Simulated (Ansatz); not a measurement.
Zinc-blende BeSe was calculated with revPBE in Ansatz (plane waves, PAW).

The run printed, among other lines:

```
Crystal: 2 atoms, lattice volume = 36.850 Å³
Basis set: ecut = 520 eV, 965 PW (Γ), exchange–correlation on 60×60×60 points (8 copies of the dense FFT grid, shifted against one another)
Bands: 13, of which v1, the nominal top of the filled ones, is band 9 counted from 1 (8 counted from 0)
Symmetry: 24 space group operations
Space group: F-43m (ITA 216), of the structure as read, at distance tolerance 3.3e-5 Å
k-points: 72 of 1728 (time reversal used)
Functional: x = revpbe(κ = 1.245, μ = 0.2195149727645171), c = pbe(β = 0.06672455060314922)
SCF iter   1: F=—  HF=-5568.393375 eV  |F-HF|=—  |Δ(HF+E_count)|=         —  Δρ=1.36e-3  dr2=4.89e-4
SCF iter   2: F=—  HF=-5568.393521 eV  |F-HF|=—  |Δ(HF+E_count)|=   1.46e-4  Δρ=8.89e-4  dr2=1.74e-4
  ...
SCF iter   7: F=—  HF=-5568.393604 eV  |F-HF|=—  |Δ(HF+E_count)|=   1.56e-9  Δρ=8.99e-7  dr2=4.59e-10
SCF iter   8: F=-5568.393604 eV  HF=-5568.393604 eV  |F-HF|=3.64e-12  |Δ(HF+E_count)|=  1.34e-10  Δρ=1.12e-7  dr2=7.47e-12
SCF 1 converged in 8 iterations: F = -5568.393604 eV  dr2 = 7.47e-12
SCF converged after 8 iterations
Free energy (F): -5568.393604 eV
Internal energy: -5568.393604 eV  (E = F + TS)
E sigma→0 (E₀):  -5568.393604 eV
Fermi energy:    7.482612 eV
--- Stress (GPa, compression-positive) ---
       -2.600065      -0.000000      -0.000000
        0.000000      -2.600065       0.000000
       -0.000000       0.000000      -2.600065
  P = ⅓ Tr σ = -2.6001 GPa (-26.001 kbar)
```

### Question
Write an input file that could have produced this run (the log leaves some choices open).

### Answer
This is not unique; one that fits is 
Ansatz 0.2 input:
```yaml
crystal:
  lattice:
    - [0.0, 2.6412019376, 2.6412019376]
    - [2.6412019376, 0.0, 2.6412019376]
    - [2.6412019376, 2.6412019376, 0.0]
  atoms:
    - { symbol: Be, position: [0.0, 0.0, 0.0] }
    - { symbol: Se, position: [0.25, 0.25, 0.25] }
basis:
  ecutwfc: 520
  ecutrho_ratio: 4
  xc_grid: 2
kpoints:
  mp_grid: { grid: [12, 12, 12] }
hamiltonian:
  xc: revpbe
  dispersion: none
  pseudopotentials: { kind: paw }
scf:
  occupations: { method: fermi_dirac, width: 0.01 }
  convergence: { dr2_threshold: 0.0000000002 }
output:
  forces: true
  stress: true
  eigenvalues: true
```

The cell is one volume of an energy–volume scan, off the minimum.

The PAW data were made under PBE.

It cost about 4 core-seconds (a rough figure) of CPU time.

Ansatz is a quantum-chemistry and plane-wave program.
